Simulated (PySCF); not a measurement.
## Molecular orbitals of SiC

PBE0 at R = 1.715 Å; PySCF, no relativity, basis sets Si def2-TZVP, C def2-TZVP. State: ³Π (triplet), unpaired electrons σ ↑, π ↑. Only the outer orbitals are listed, counted within each symmetry.

| spin | orbital | occ. | ε (eV) | on Si (%) | main shells (%) |
| --- | --- | --- | --- | --- | --- |
| α | 5σ | 1 | -18.69 | 35 | 61 C s, 24 Si s, 9 Si p |
| α | 6σ | 1 | -11.45 | 52 | 48 Si s, 26 C p, 22 C s |
| α | 2π | 1 | -8.27 | 33 | 67 C p, 29 Si p |
| α | 7σ | 1 | -8.05 | 57 | 40 C p, 35 Si p, 21 Si s |
| α | 2π | 1 | -7.37 | 34 | 66 C p, 30 Si p |
| α | 3π | 0 | -2.06 | 78 | 73 Si p, 22 C p |
| α | 3π | 0 | -1.45 | 77 | 71 Si p, 22 C p |
| β | 5σ | 1 | -16.43 | 44 | 50 C s, 34 Si s |
| β | 6σ | 1 | -9.60 | 76 | 58 Si s, 22 C s, 17 Si p |
| β | 2π | 1 | -6.59 | 54 | 52 Si p, 45 C p |
| β | 2π | 0 | -4.11 | 63 | 62 Si p, 37 C p |
| β | 7σ | 0 | -3.45 | 28 | 52 C p, 24 Si p, 20 C s |
| β | 3π | 0 | -1.01 | 59 | 50 Si p, 41 C p, 9 Si d |

Problem. Which are the highest filled and the lowest empty level, where do they sit, and how wide is the gap?

Solution. Highest filled β 2π at -6.59 eV (in %: 52 Si p, 45 C p); lowest empty β 2π at -4.11 eV (in %: 62 Si p, 37 C p); the gap at PBE0 is 2.48 eV. Both belong to one degenerate shell, split only by its one-sided filling, so this is no excitation gap.

```json
{
  "bond order (Mayer)": "2.26",
  "⟨S²⟩": "2.049",
  "charge on Si (Mulliken, basis-dependent)": "0.16",
  "charge on Si (Löwdin, basis-dependent)": "0.26",
  "dipole moment (positive dipole means Si(−)C(+))": "-1.58 D",
  "polarisability along the bond": "57.2 bohr³",
  "polarisability across the bond": "36.0 bohr³"
}
```

The state was picked by a PBE0 search and need not be the measured ground state.
